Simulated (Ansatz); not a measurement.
# A ladder of methods for SiH2F2 (SMILES F[SiH2]F)

SiH2F2: 5 atoms, total charge 0, spin state singlet. As SMILES, `F[SiH2]F`. The coordinates come from a PBE0-D4/def2-TZVP relaxation.

```xyz
5

F    -1.0790    0.5382    0.9807
Si   -0.0052   -0.0005   -0.0541
F     1.2476   -0.5206    0.7669
H    -0.5905   -1.1387   -0.7863
H     0.4271    1.1217   -0.9073
```

Quantity: the energy change with the F1–Si2 bond stretched from 1.586 to 1.982 Å, in eV. The values are calculated.

```tsv
level	kind	program	value (eV)	less FCI/STO-3G	CPU time (all runs)
HF/STO-3G (restricted)	Hartree–Fock	Ansatz	1.76	+0.67	0.2 s
SVWN5/STO-3G (restricted)	LDA	Ansatz	1.19	+0.10	1.4 s
PBE/STO-3G (restricted)	GGA	Ansatz	0.99	-0.10	2.2 s
r2SCAN/STO-3G (restricted)	meta-GGA	Ansatz	1.15	+0.06	5.2 s
wB97X/STO-3G (restricted)	range-separated hybrid	Ansatz	1.26	+0.17	9.7 s
B2PLYP/STO-3G (restricted)	double hybrid	Ansatz	1.28	+0.19	2.9 s
RPA@PBE/STO-3G (restricted)	RPA	Ansatz	0.88	-0.21	3.3 s
MP2/STO-3G (restricted)	perturbation theory	Ansatz	1.41	+0.32	0.25 s
CCSDT/STO-3G (restricted)	coupled cluster or CI	Ansatz	1.10	+0.01	0.97 s
FCI/STO-3G	exact in the basis	Ansatz	1.09	0.00	3.9 s
```

FCI/STO-3G is exact within its basis and frozen core, so for wave-function methods in that basis the difference is their error; functionals converge differently with the basis, so for them it is only a difference. The first shape isn't each level's own minimum. The values span 0.88 to 1.76 eV. All rows use very small basis sets, so none should be taken for the real molecule's value. In so small a basis fixed costs decide the times, and correlated methods can beat functionals. CPU times are rough (shared hosts, several kinds of processor and program).
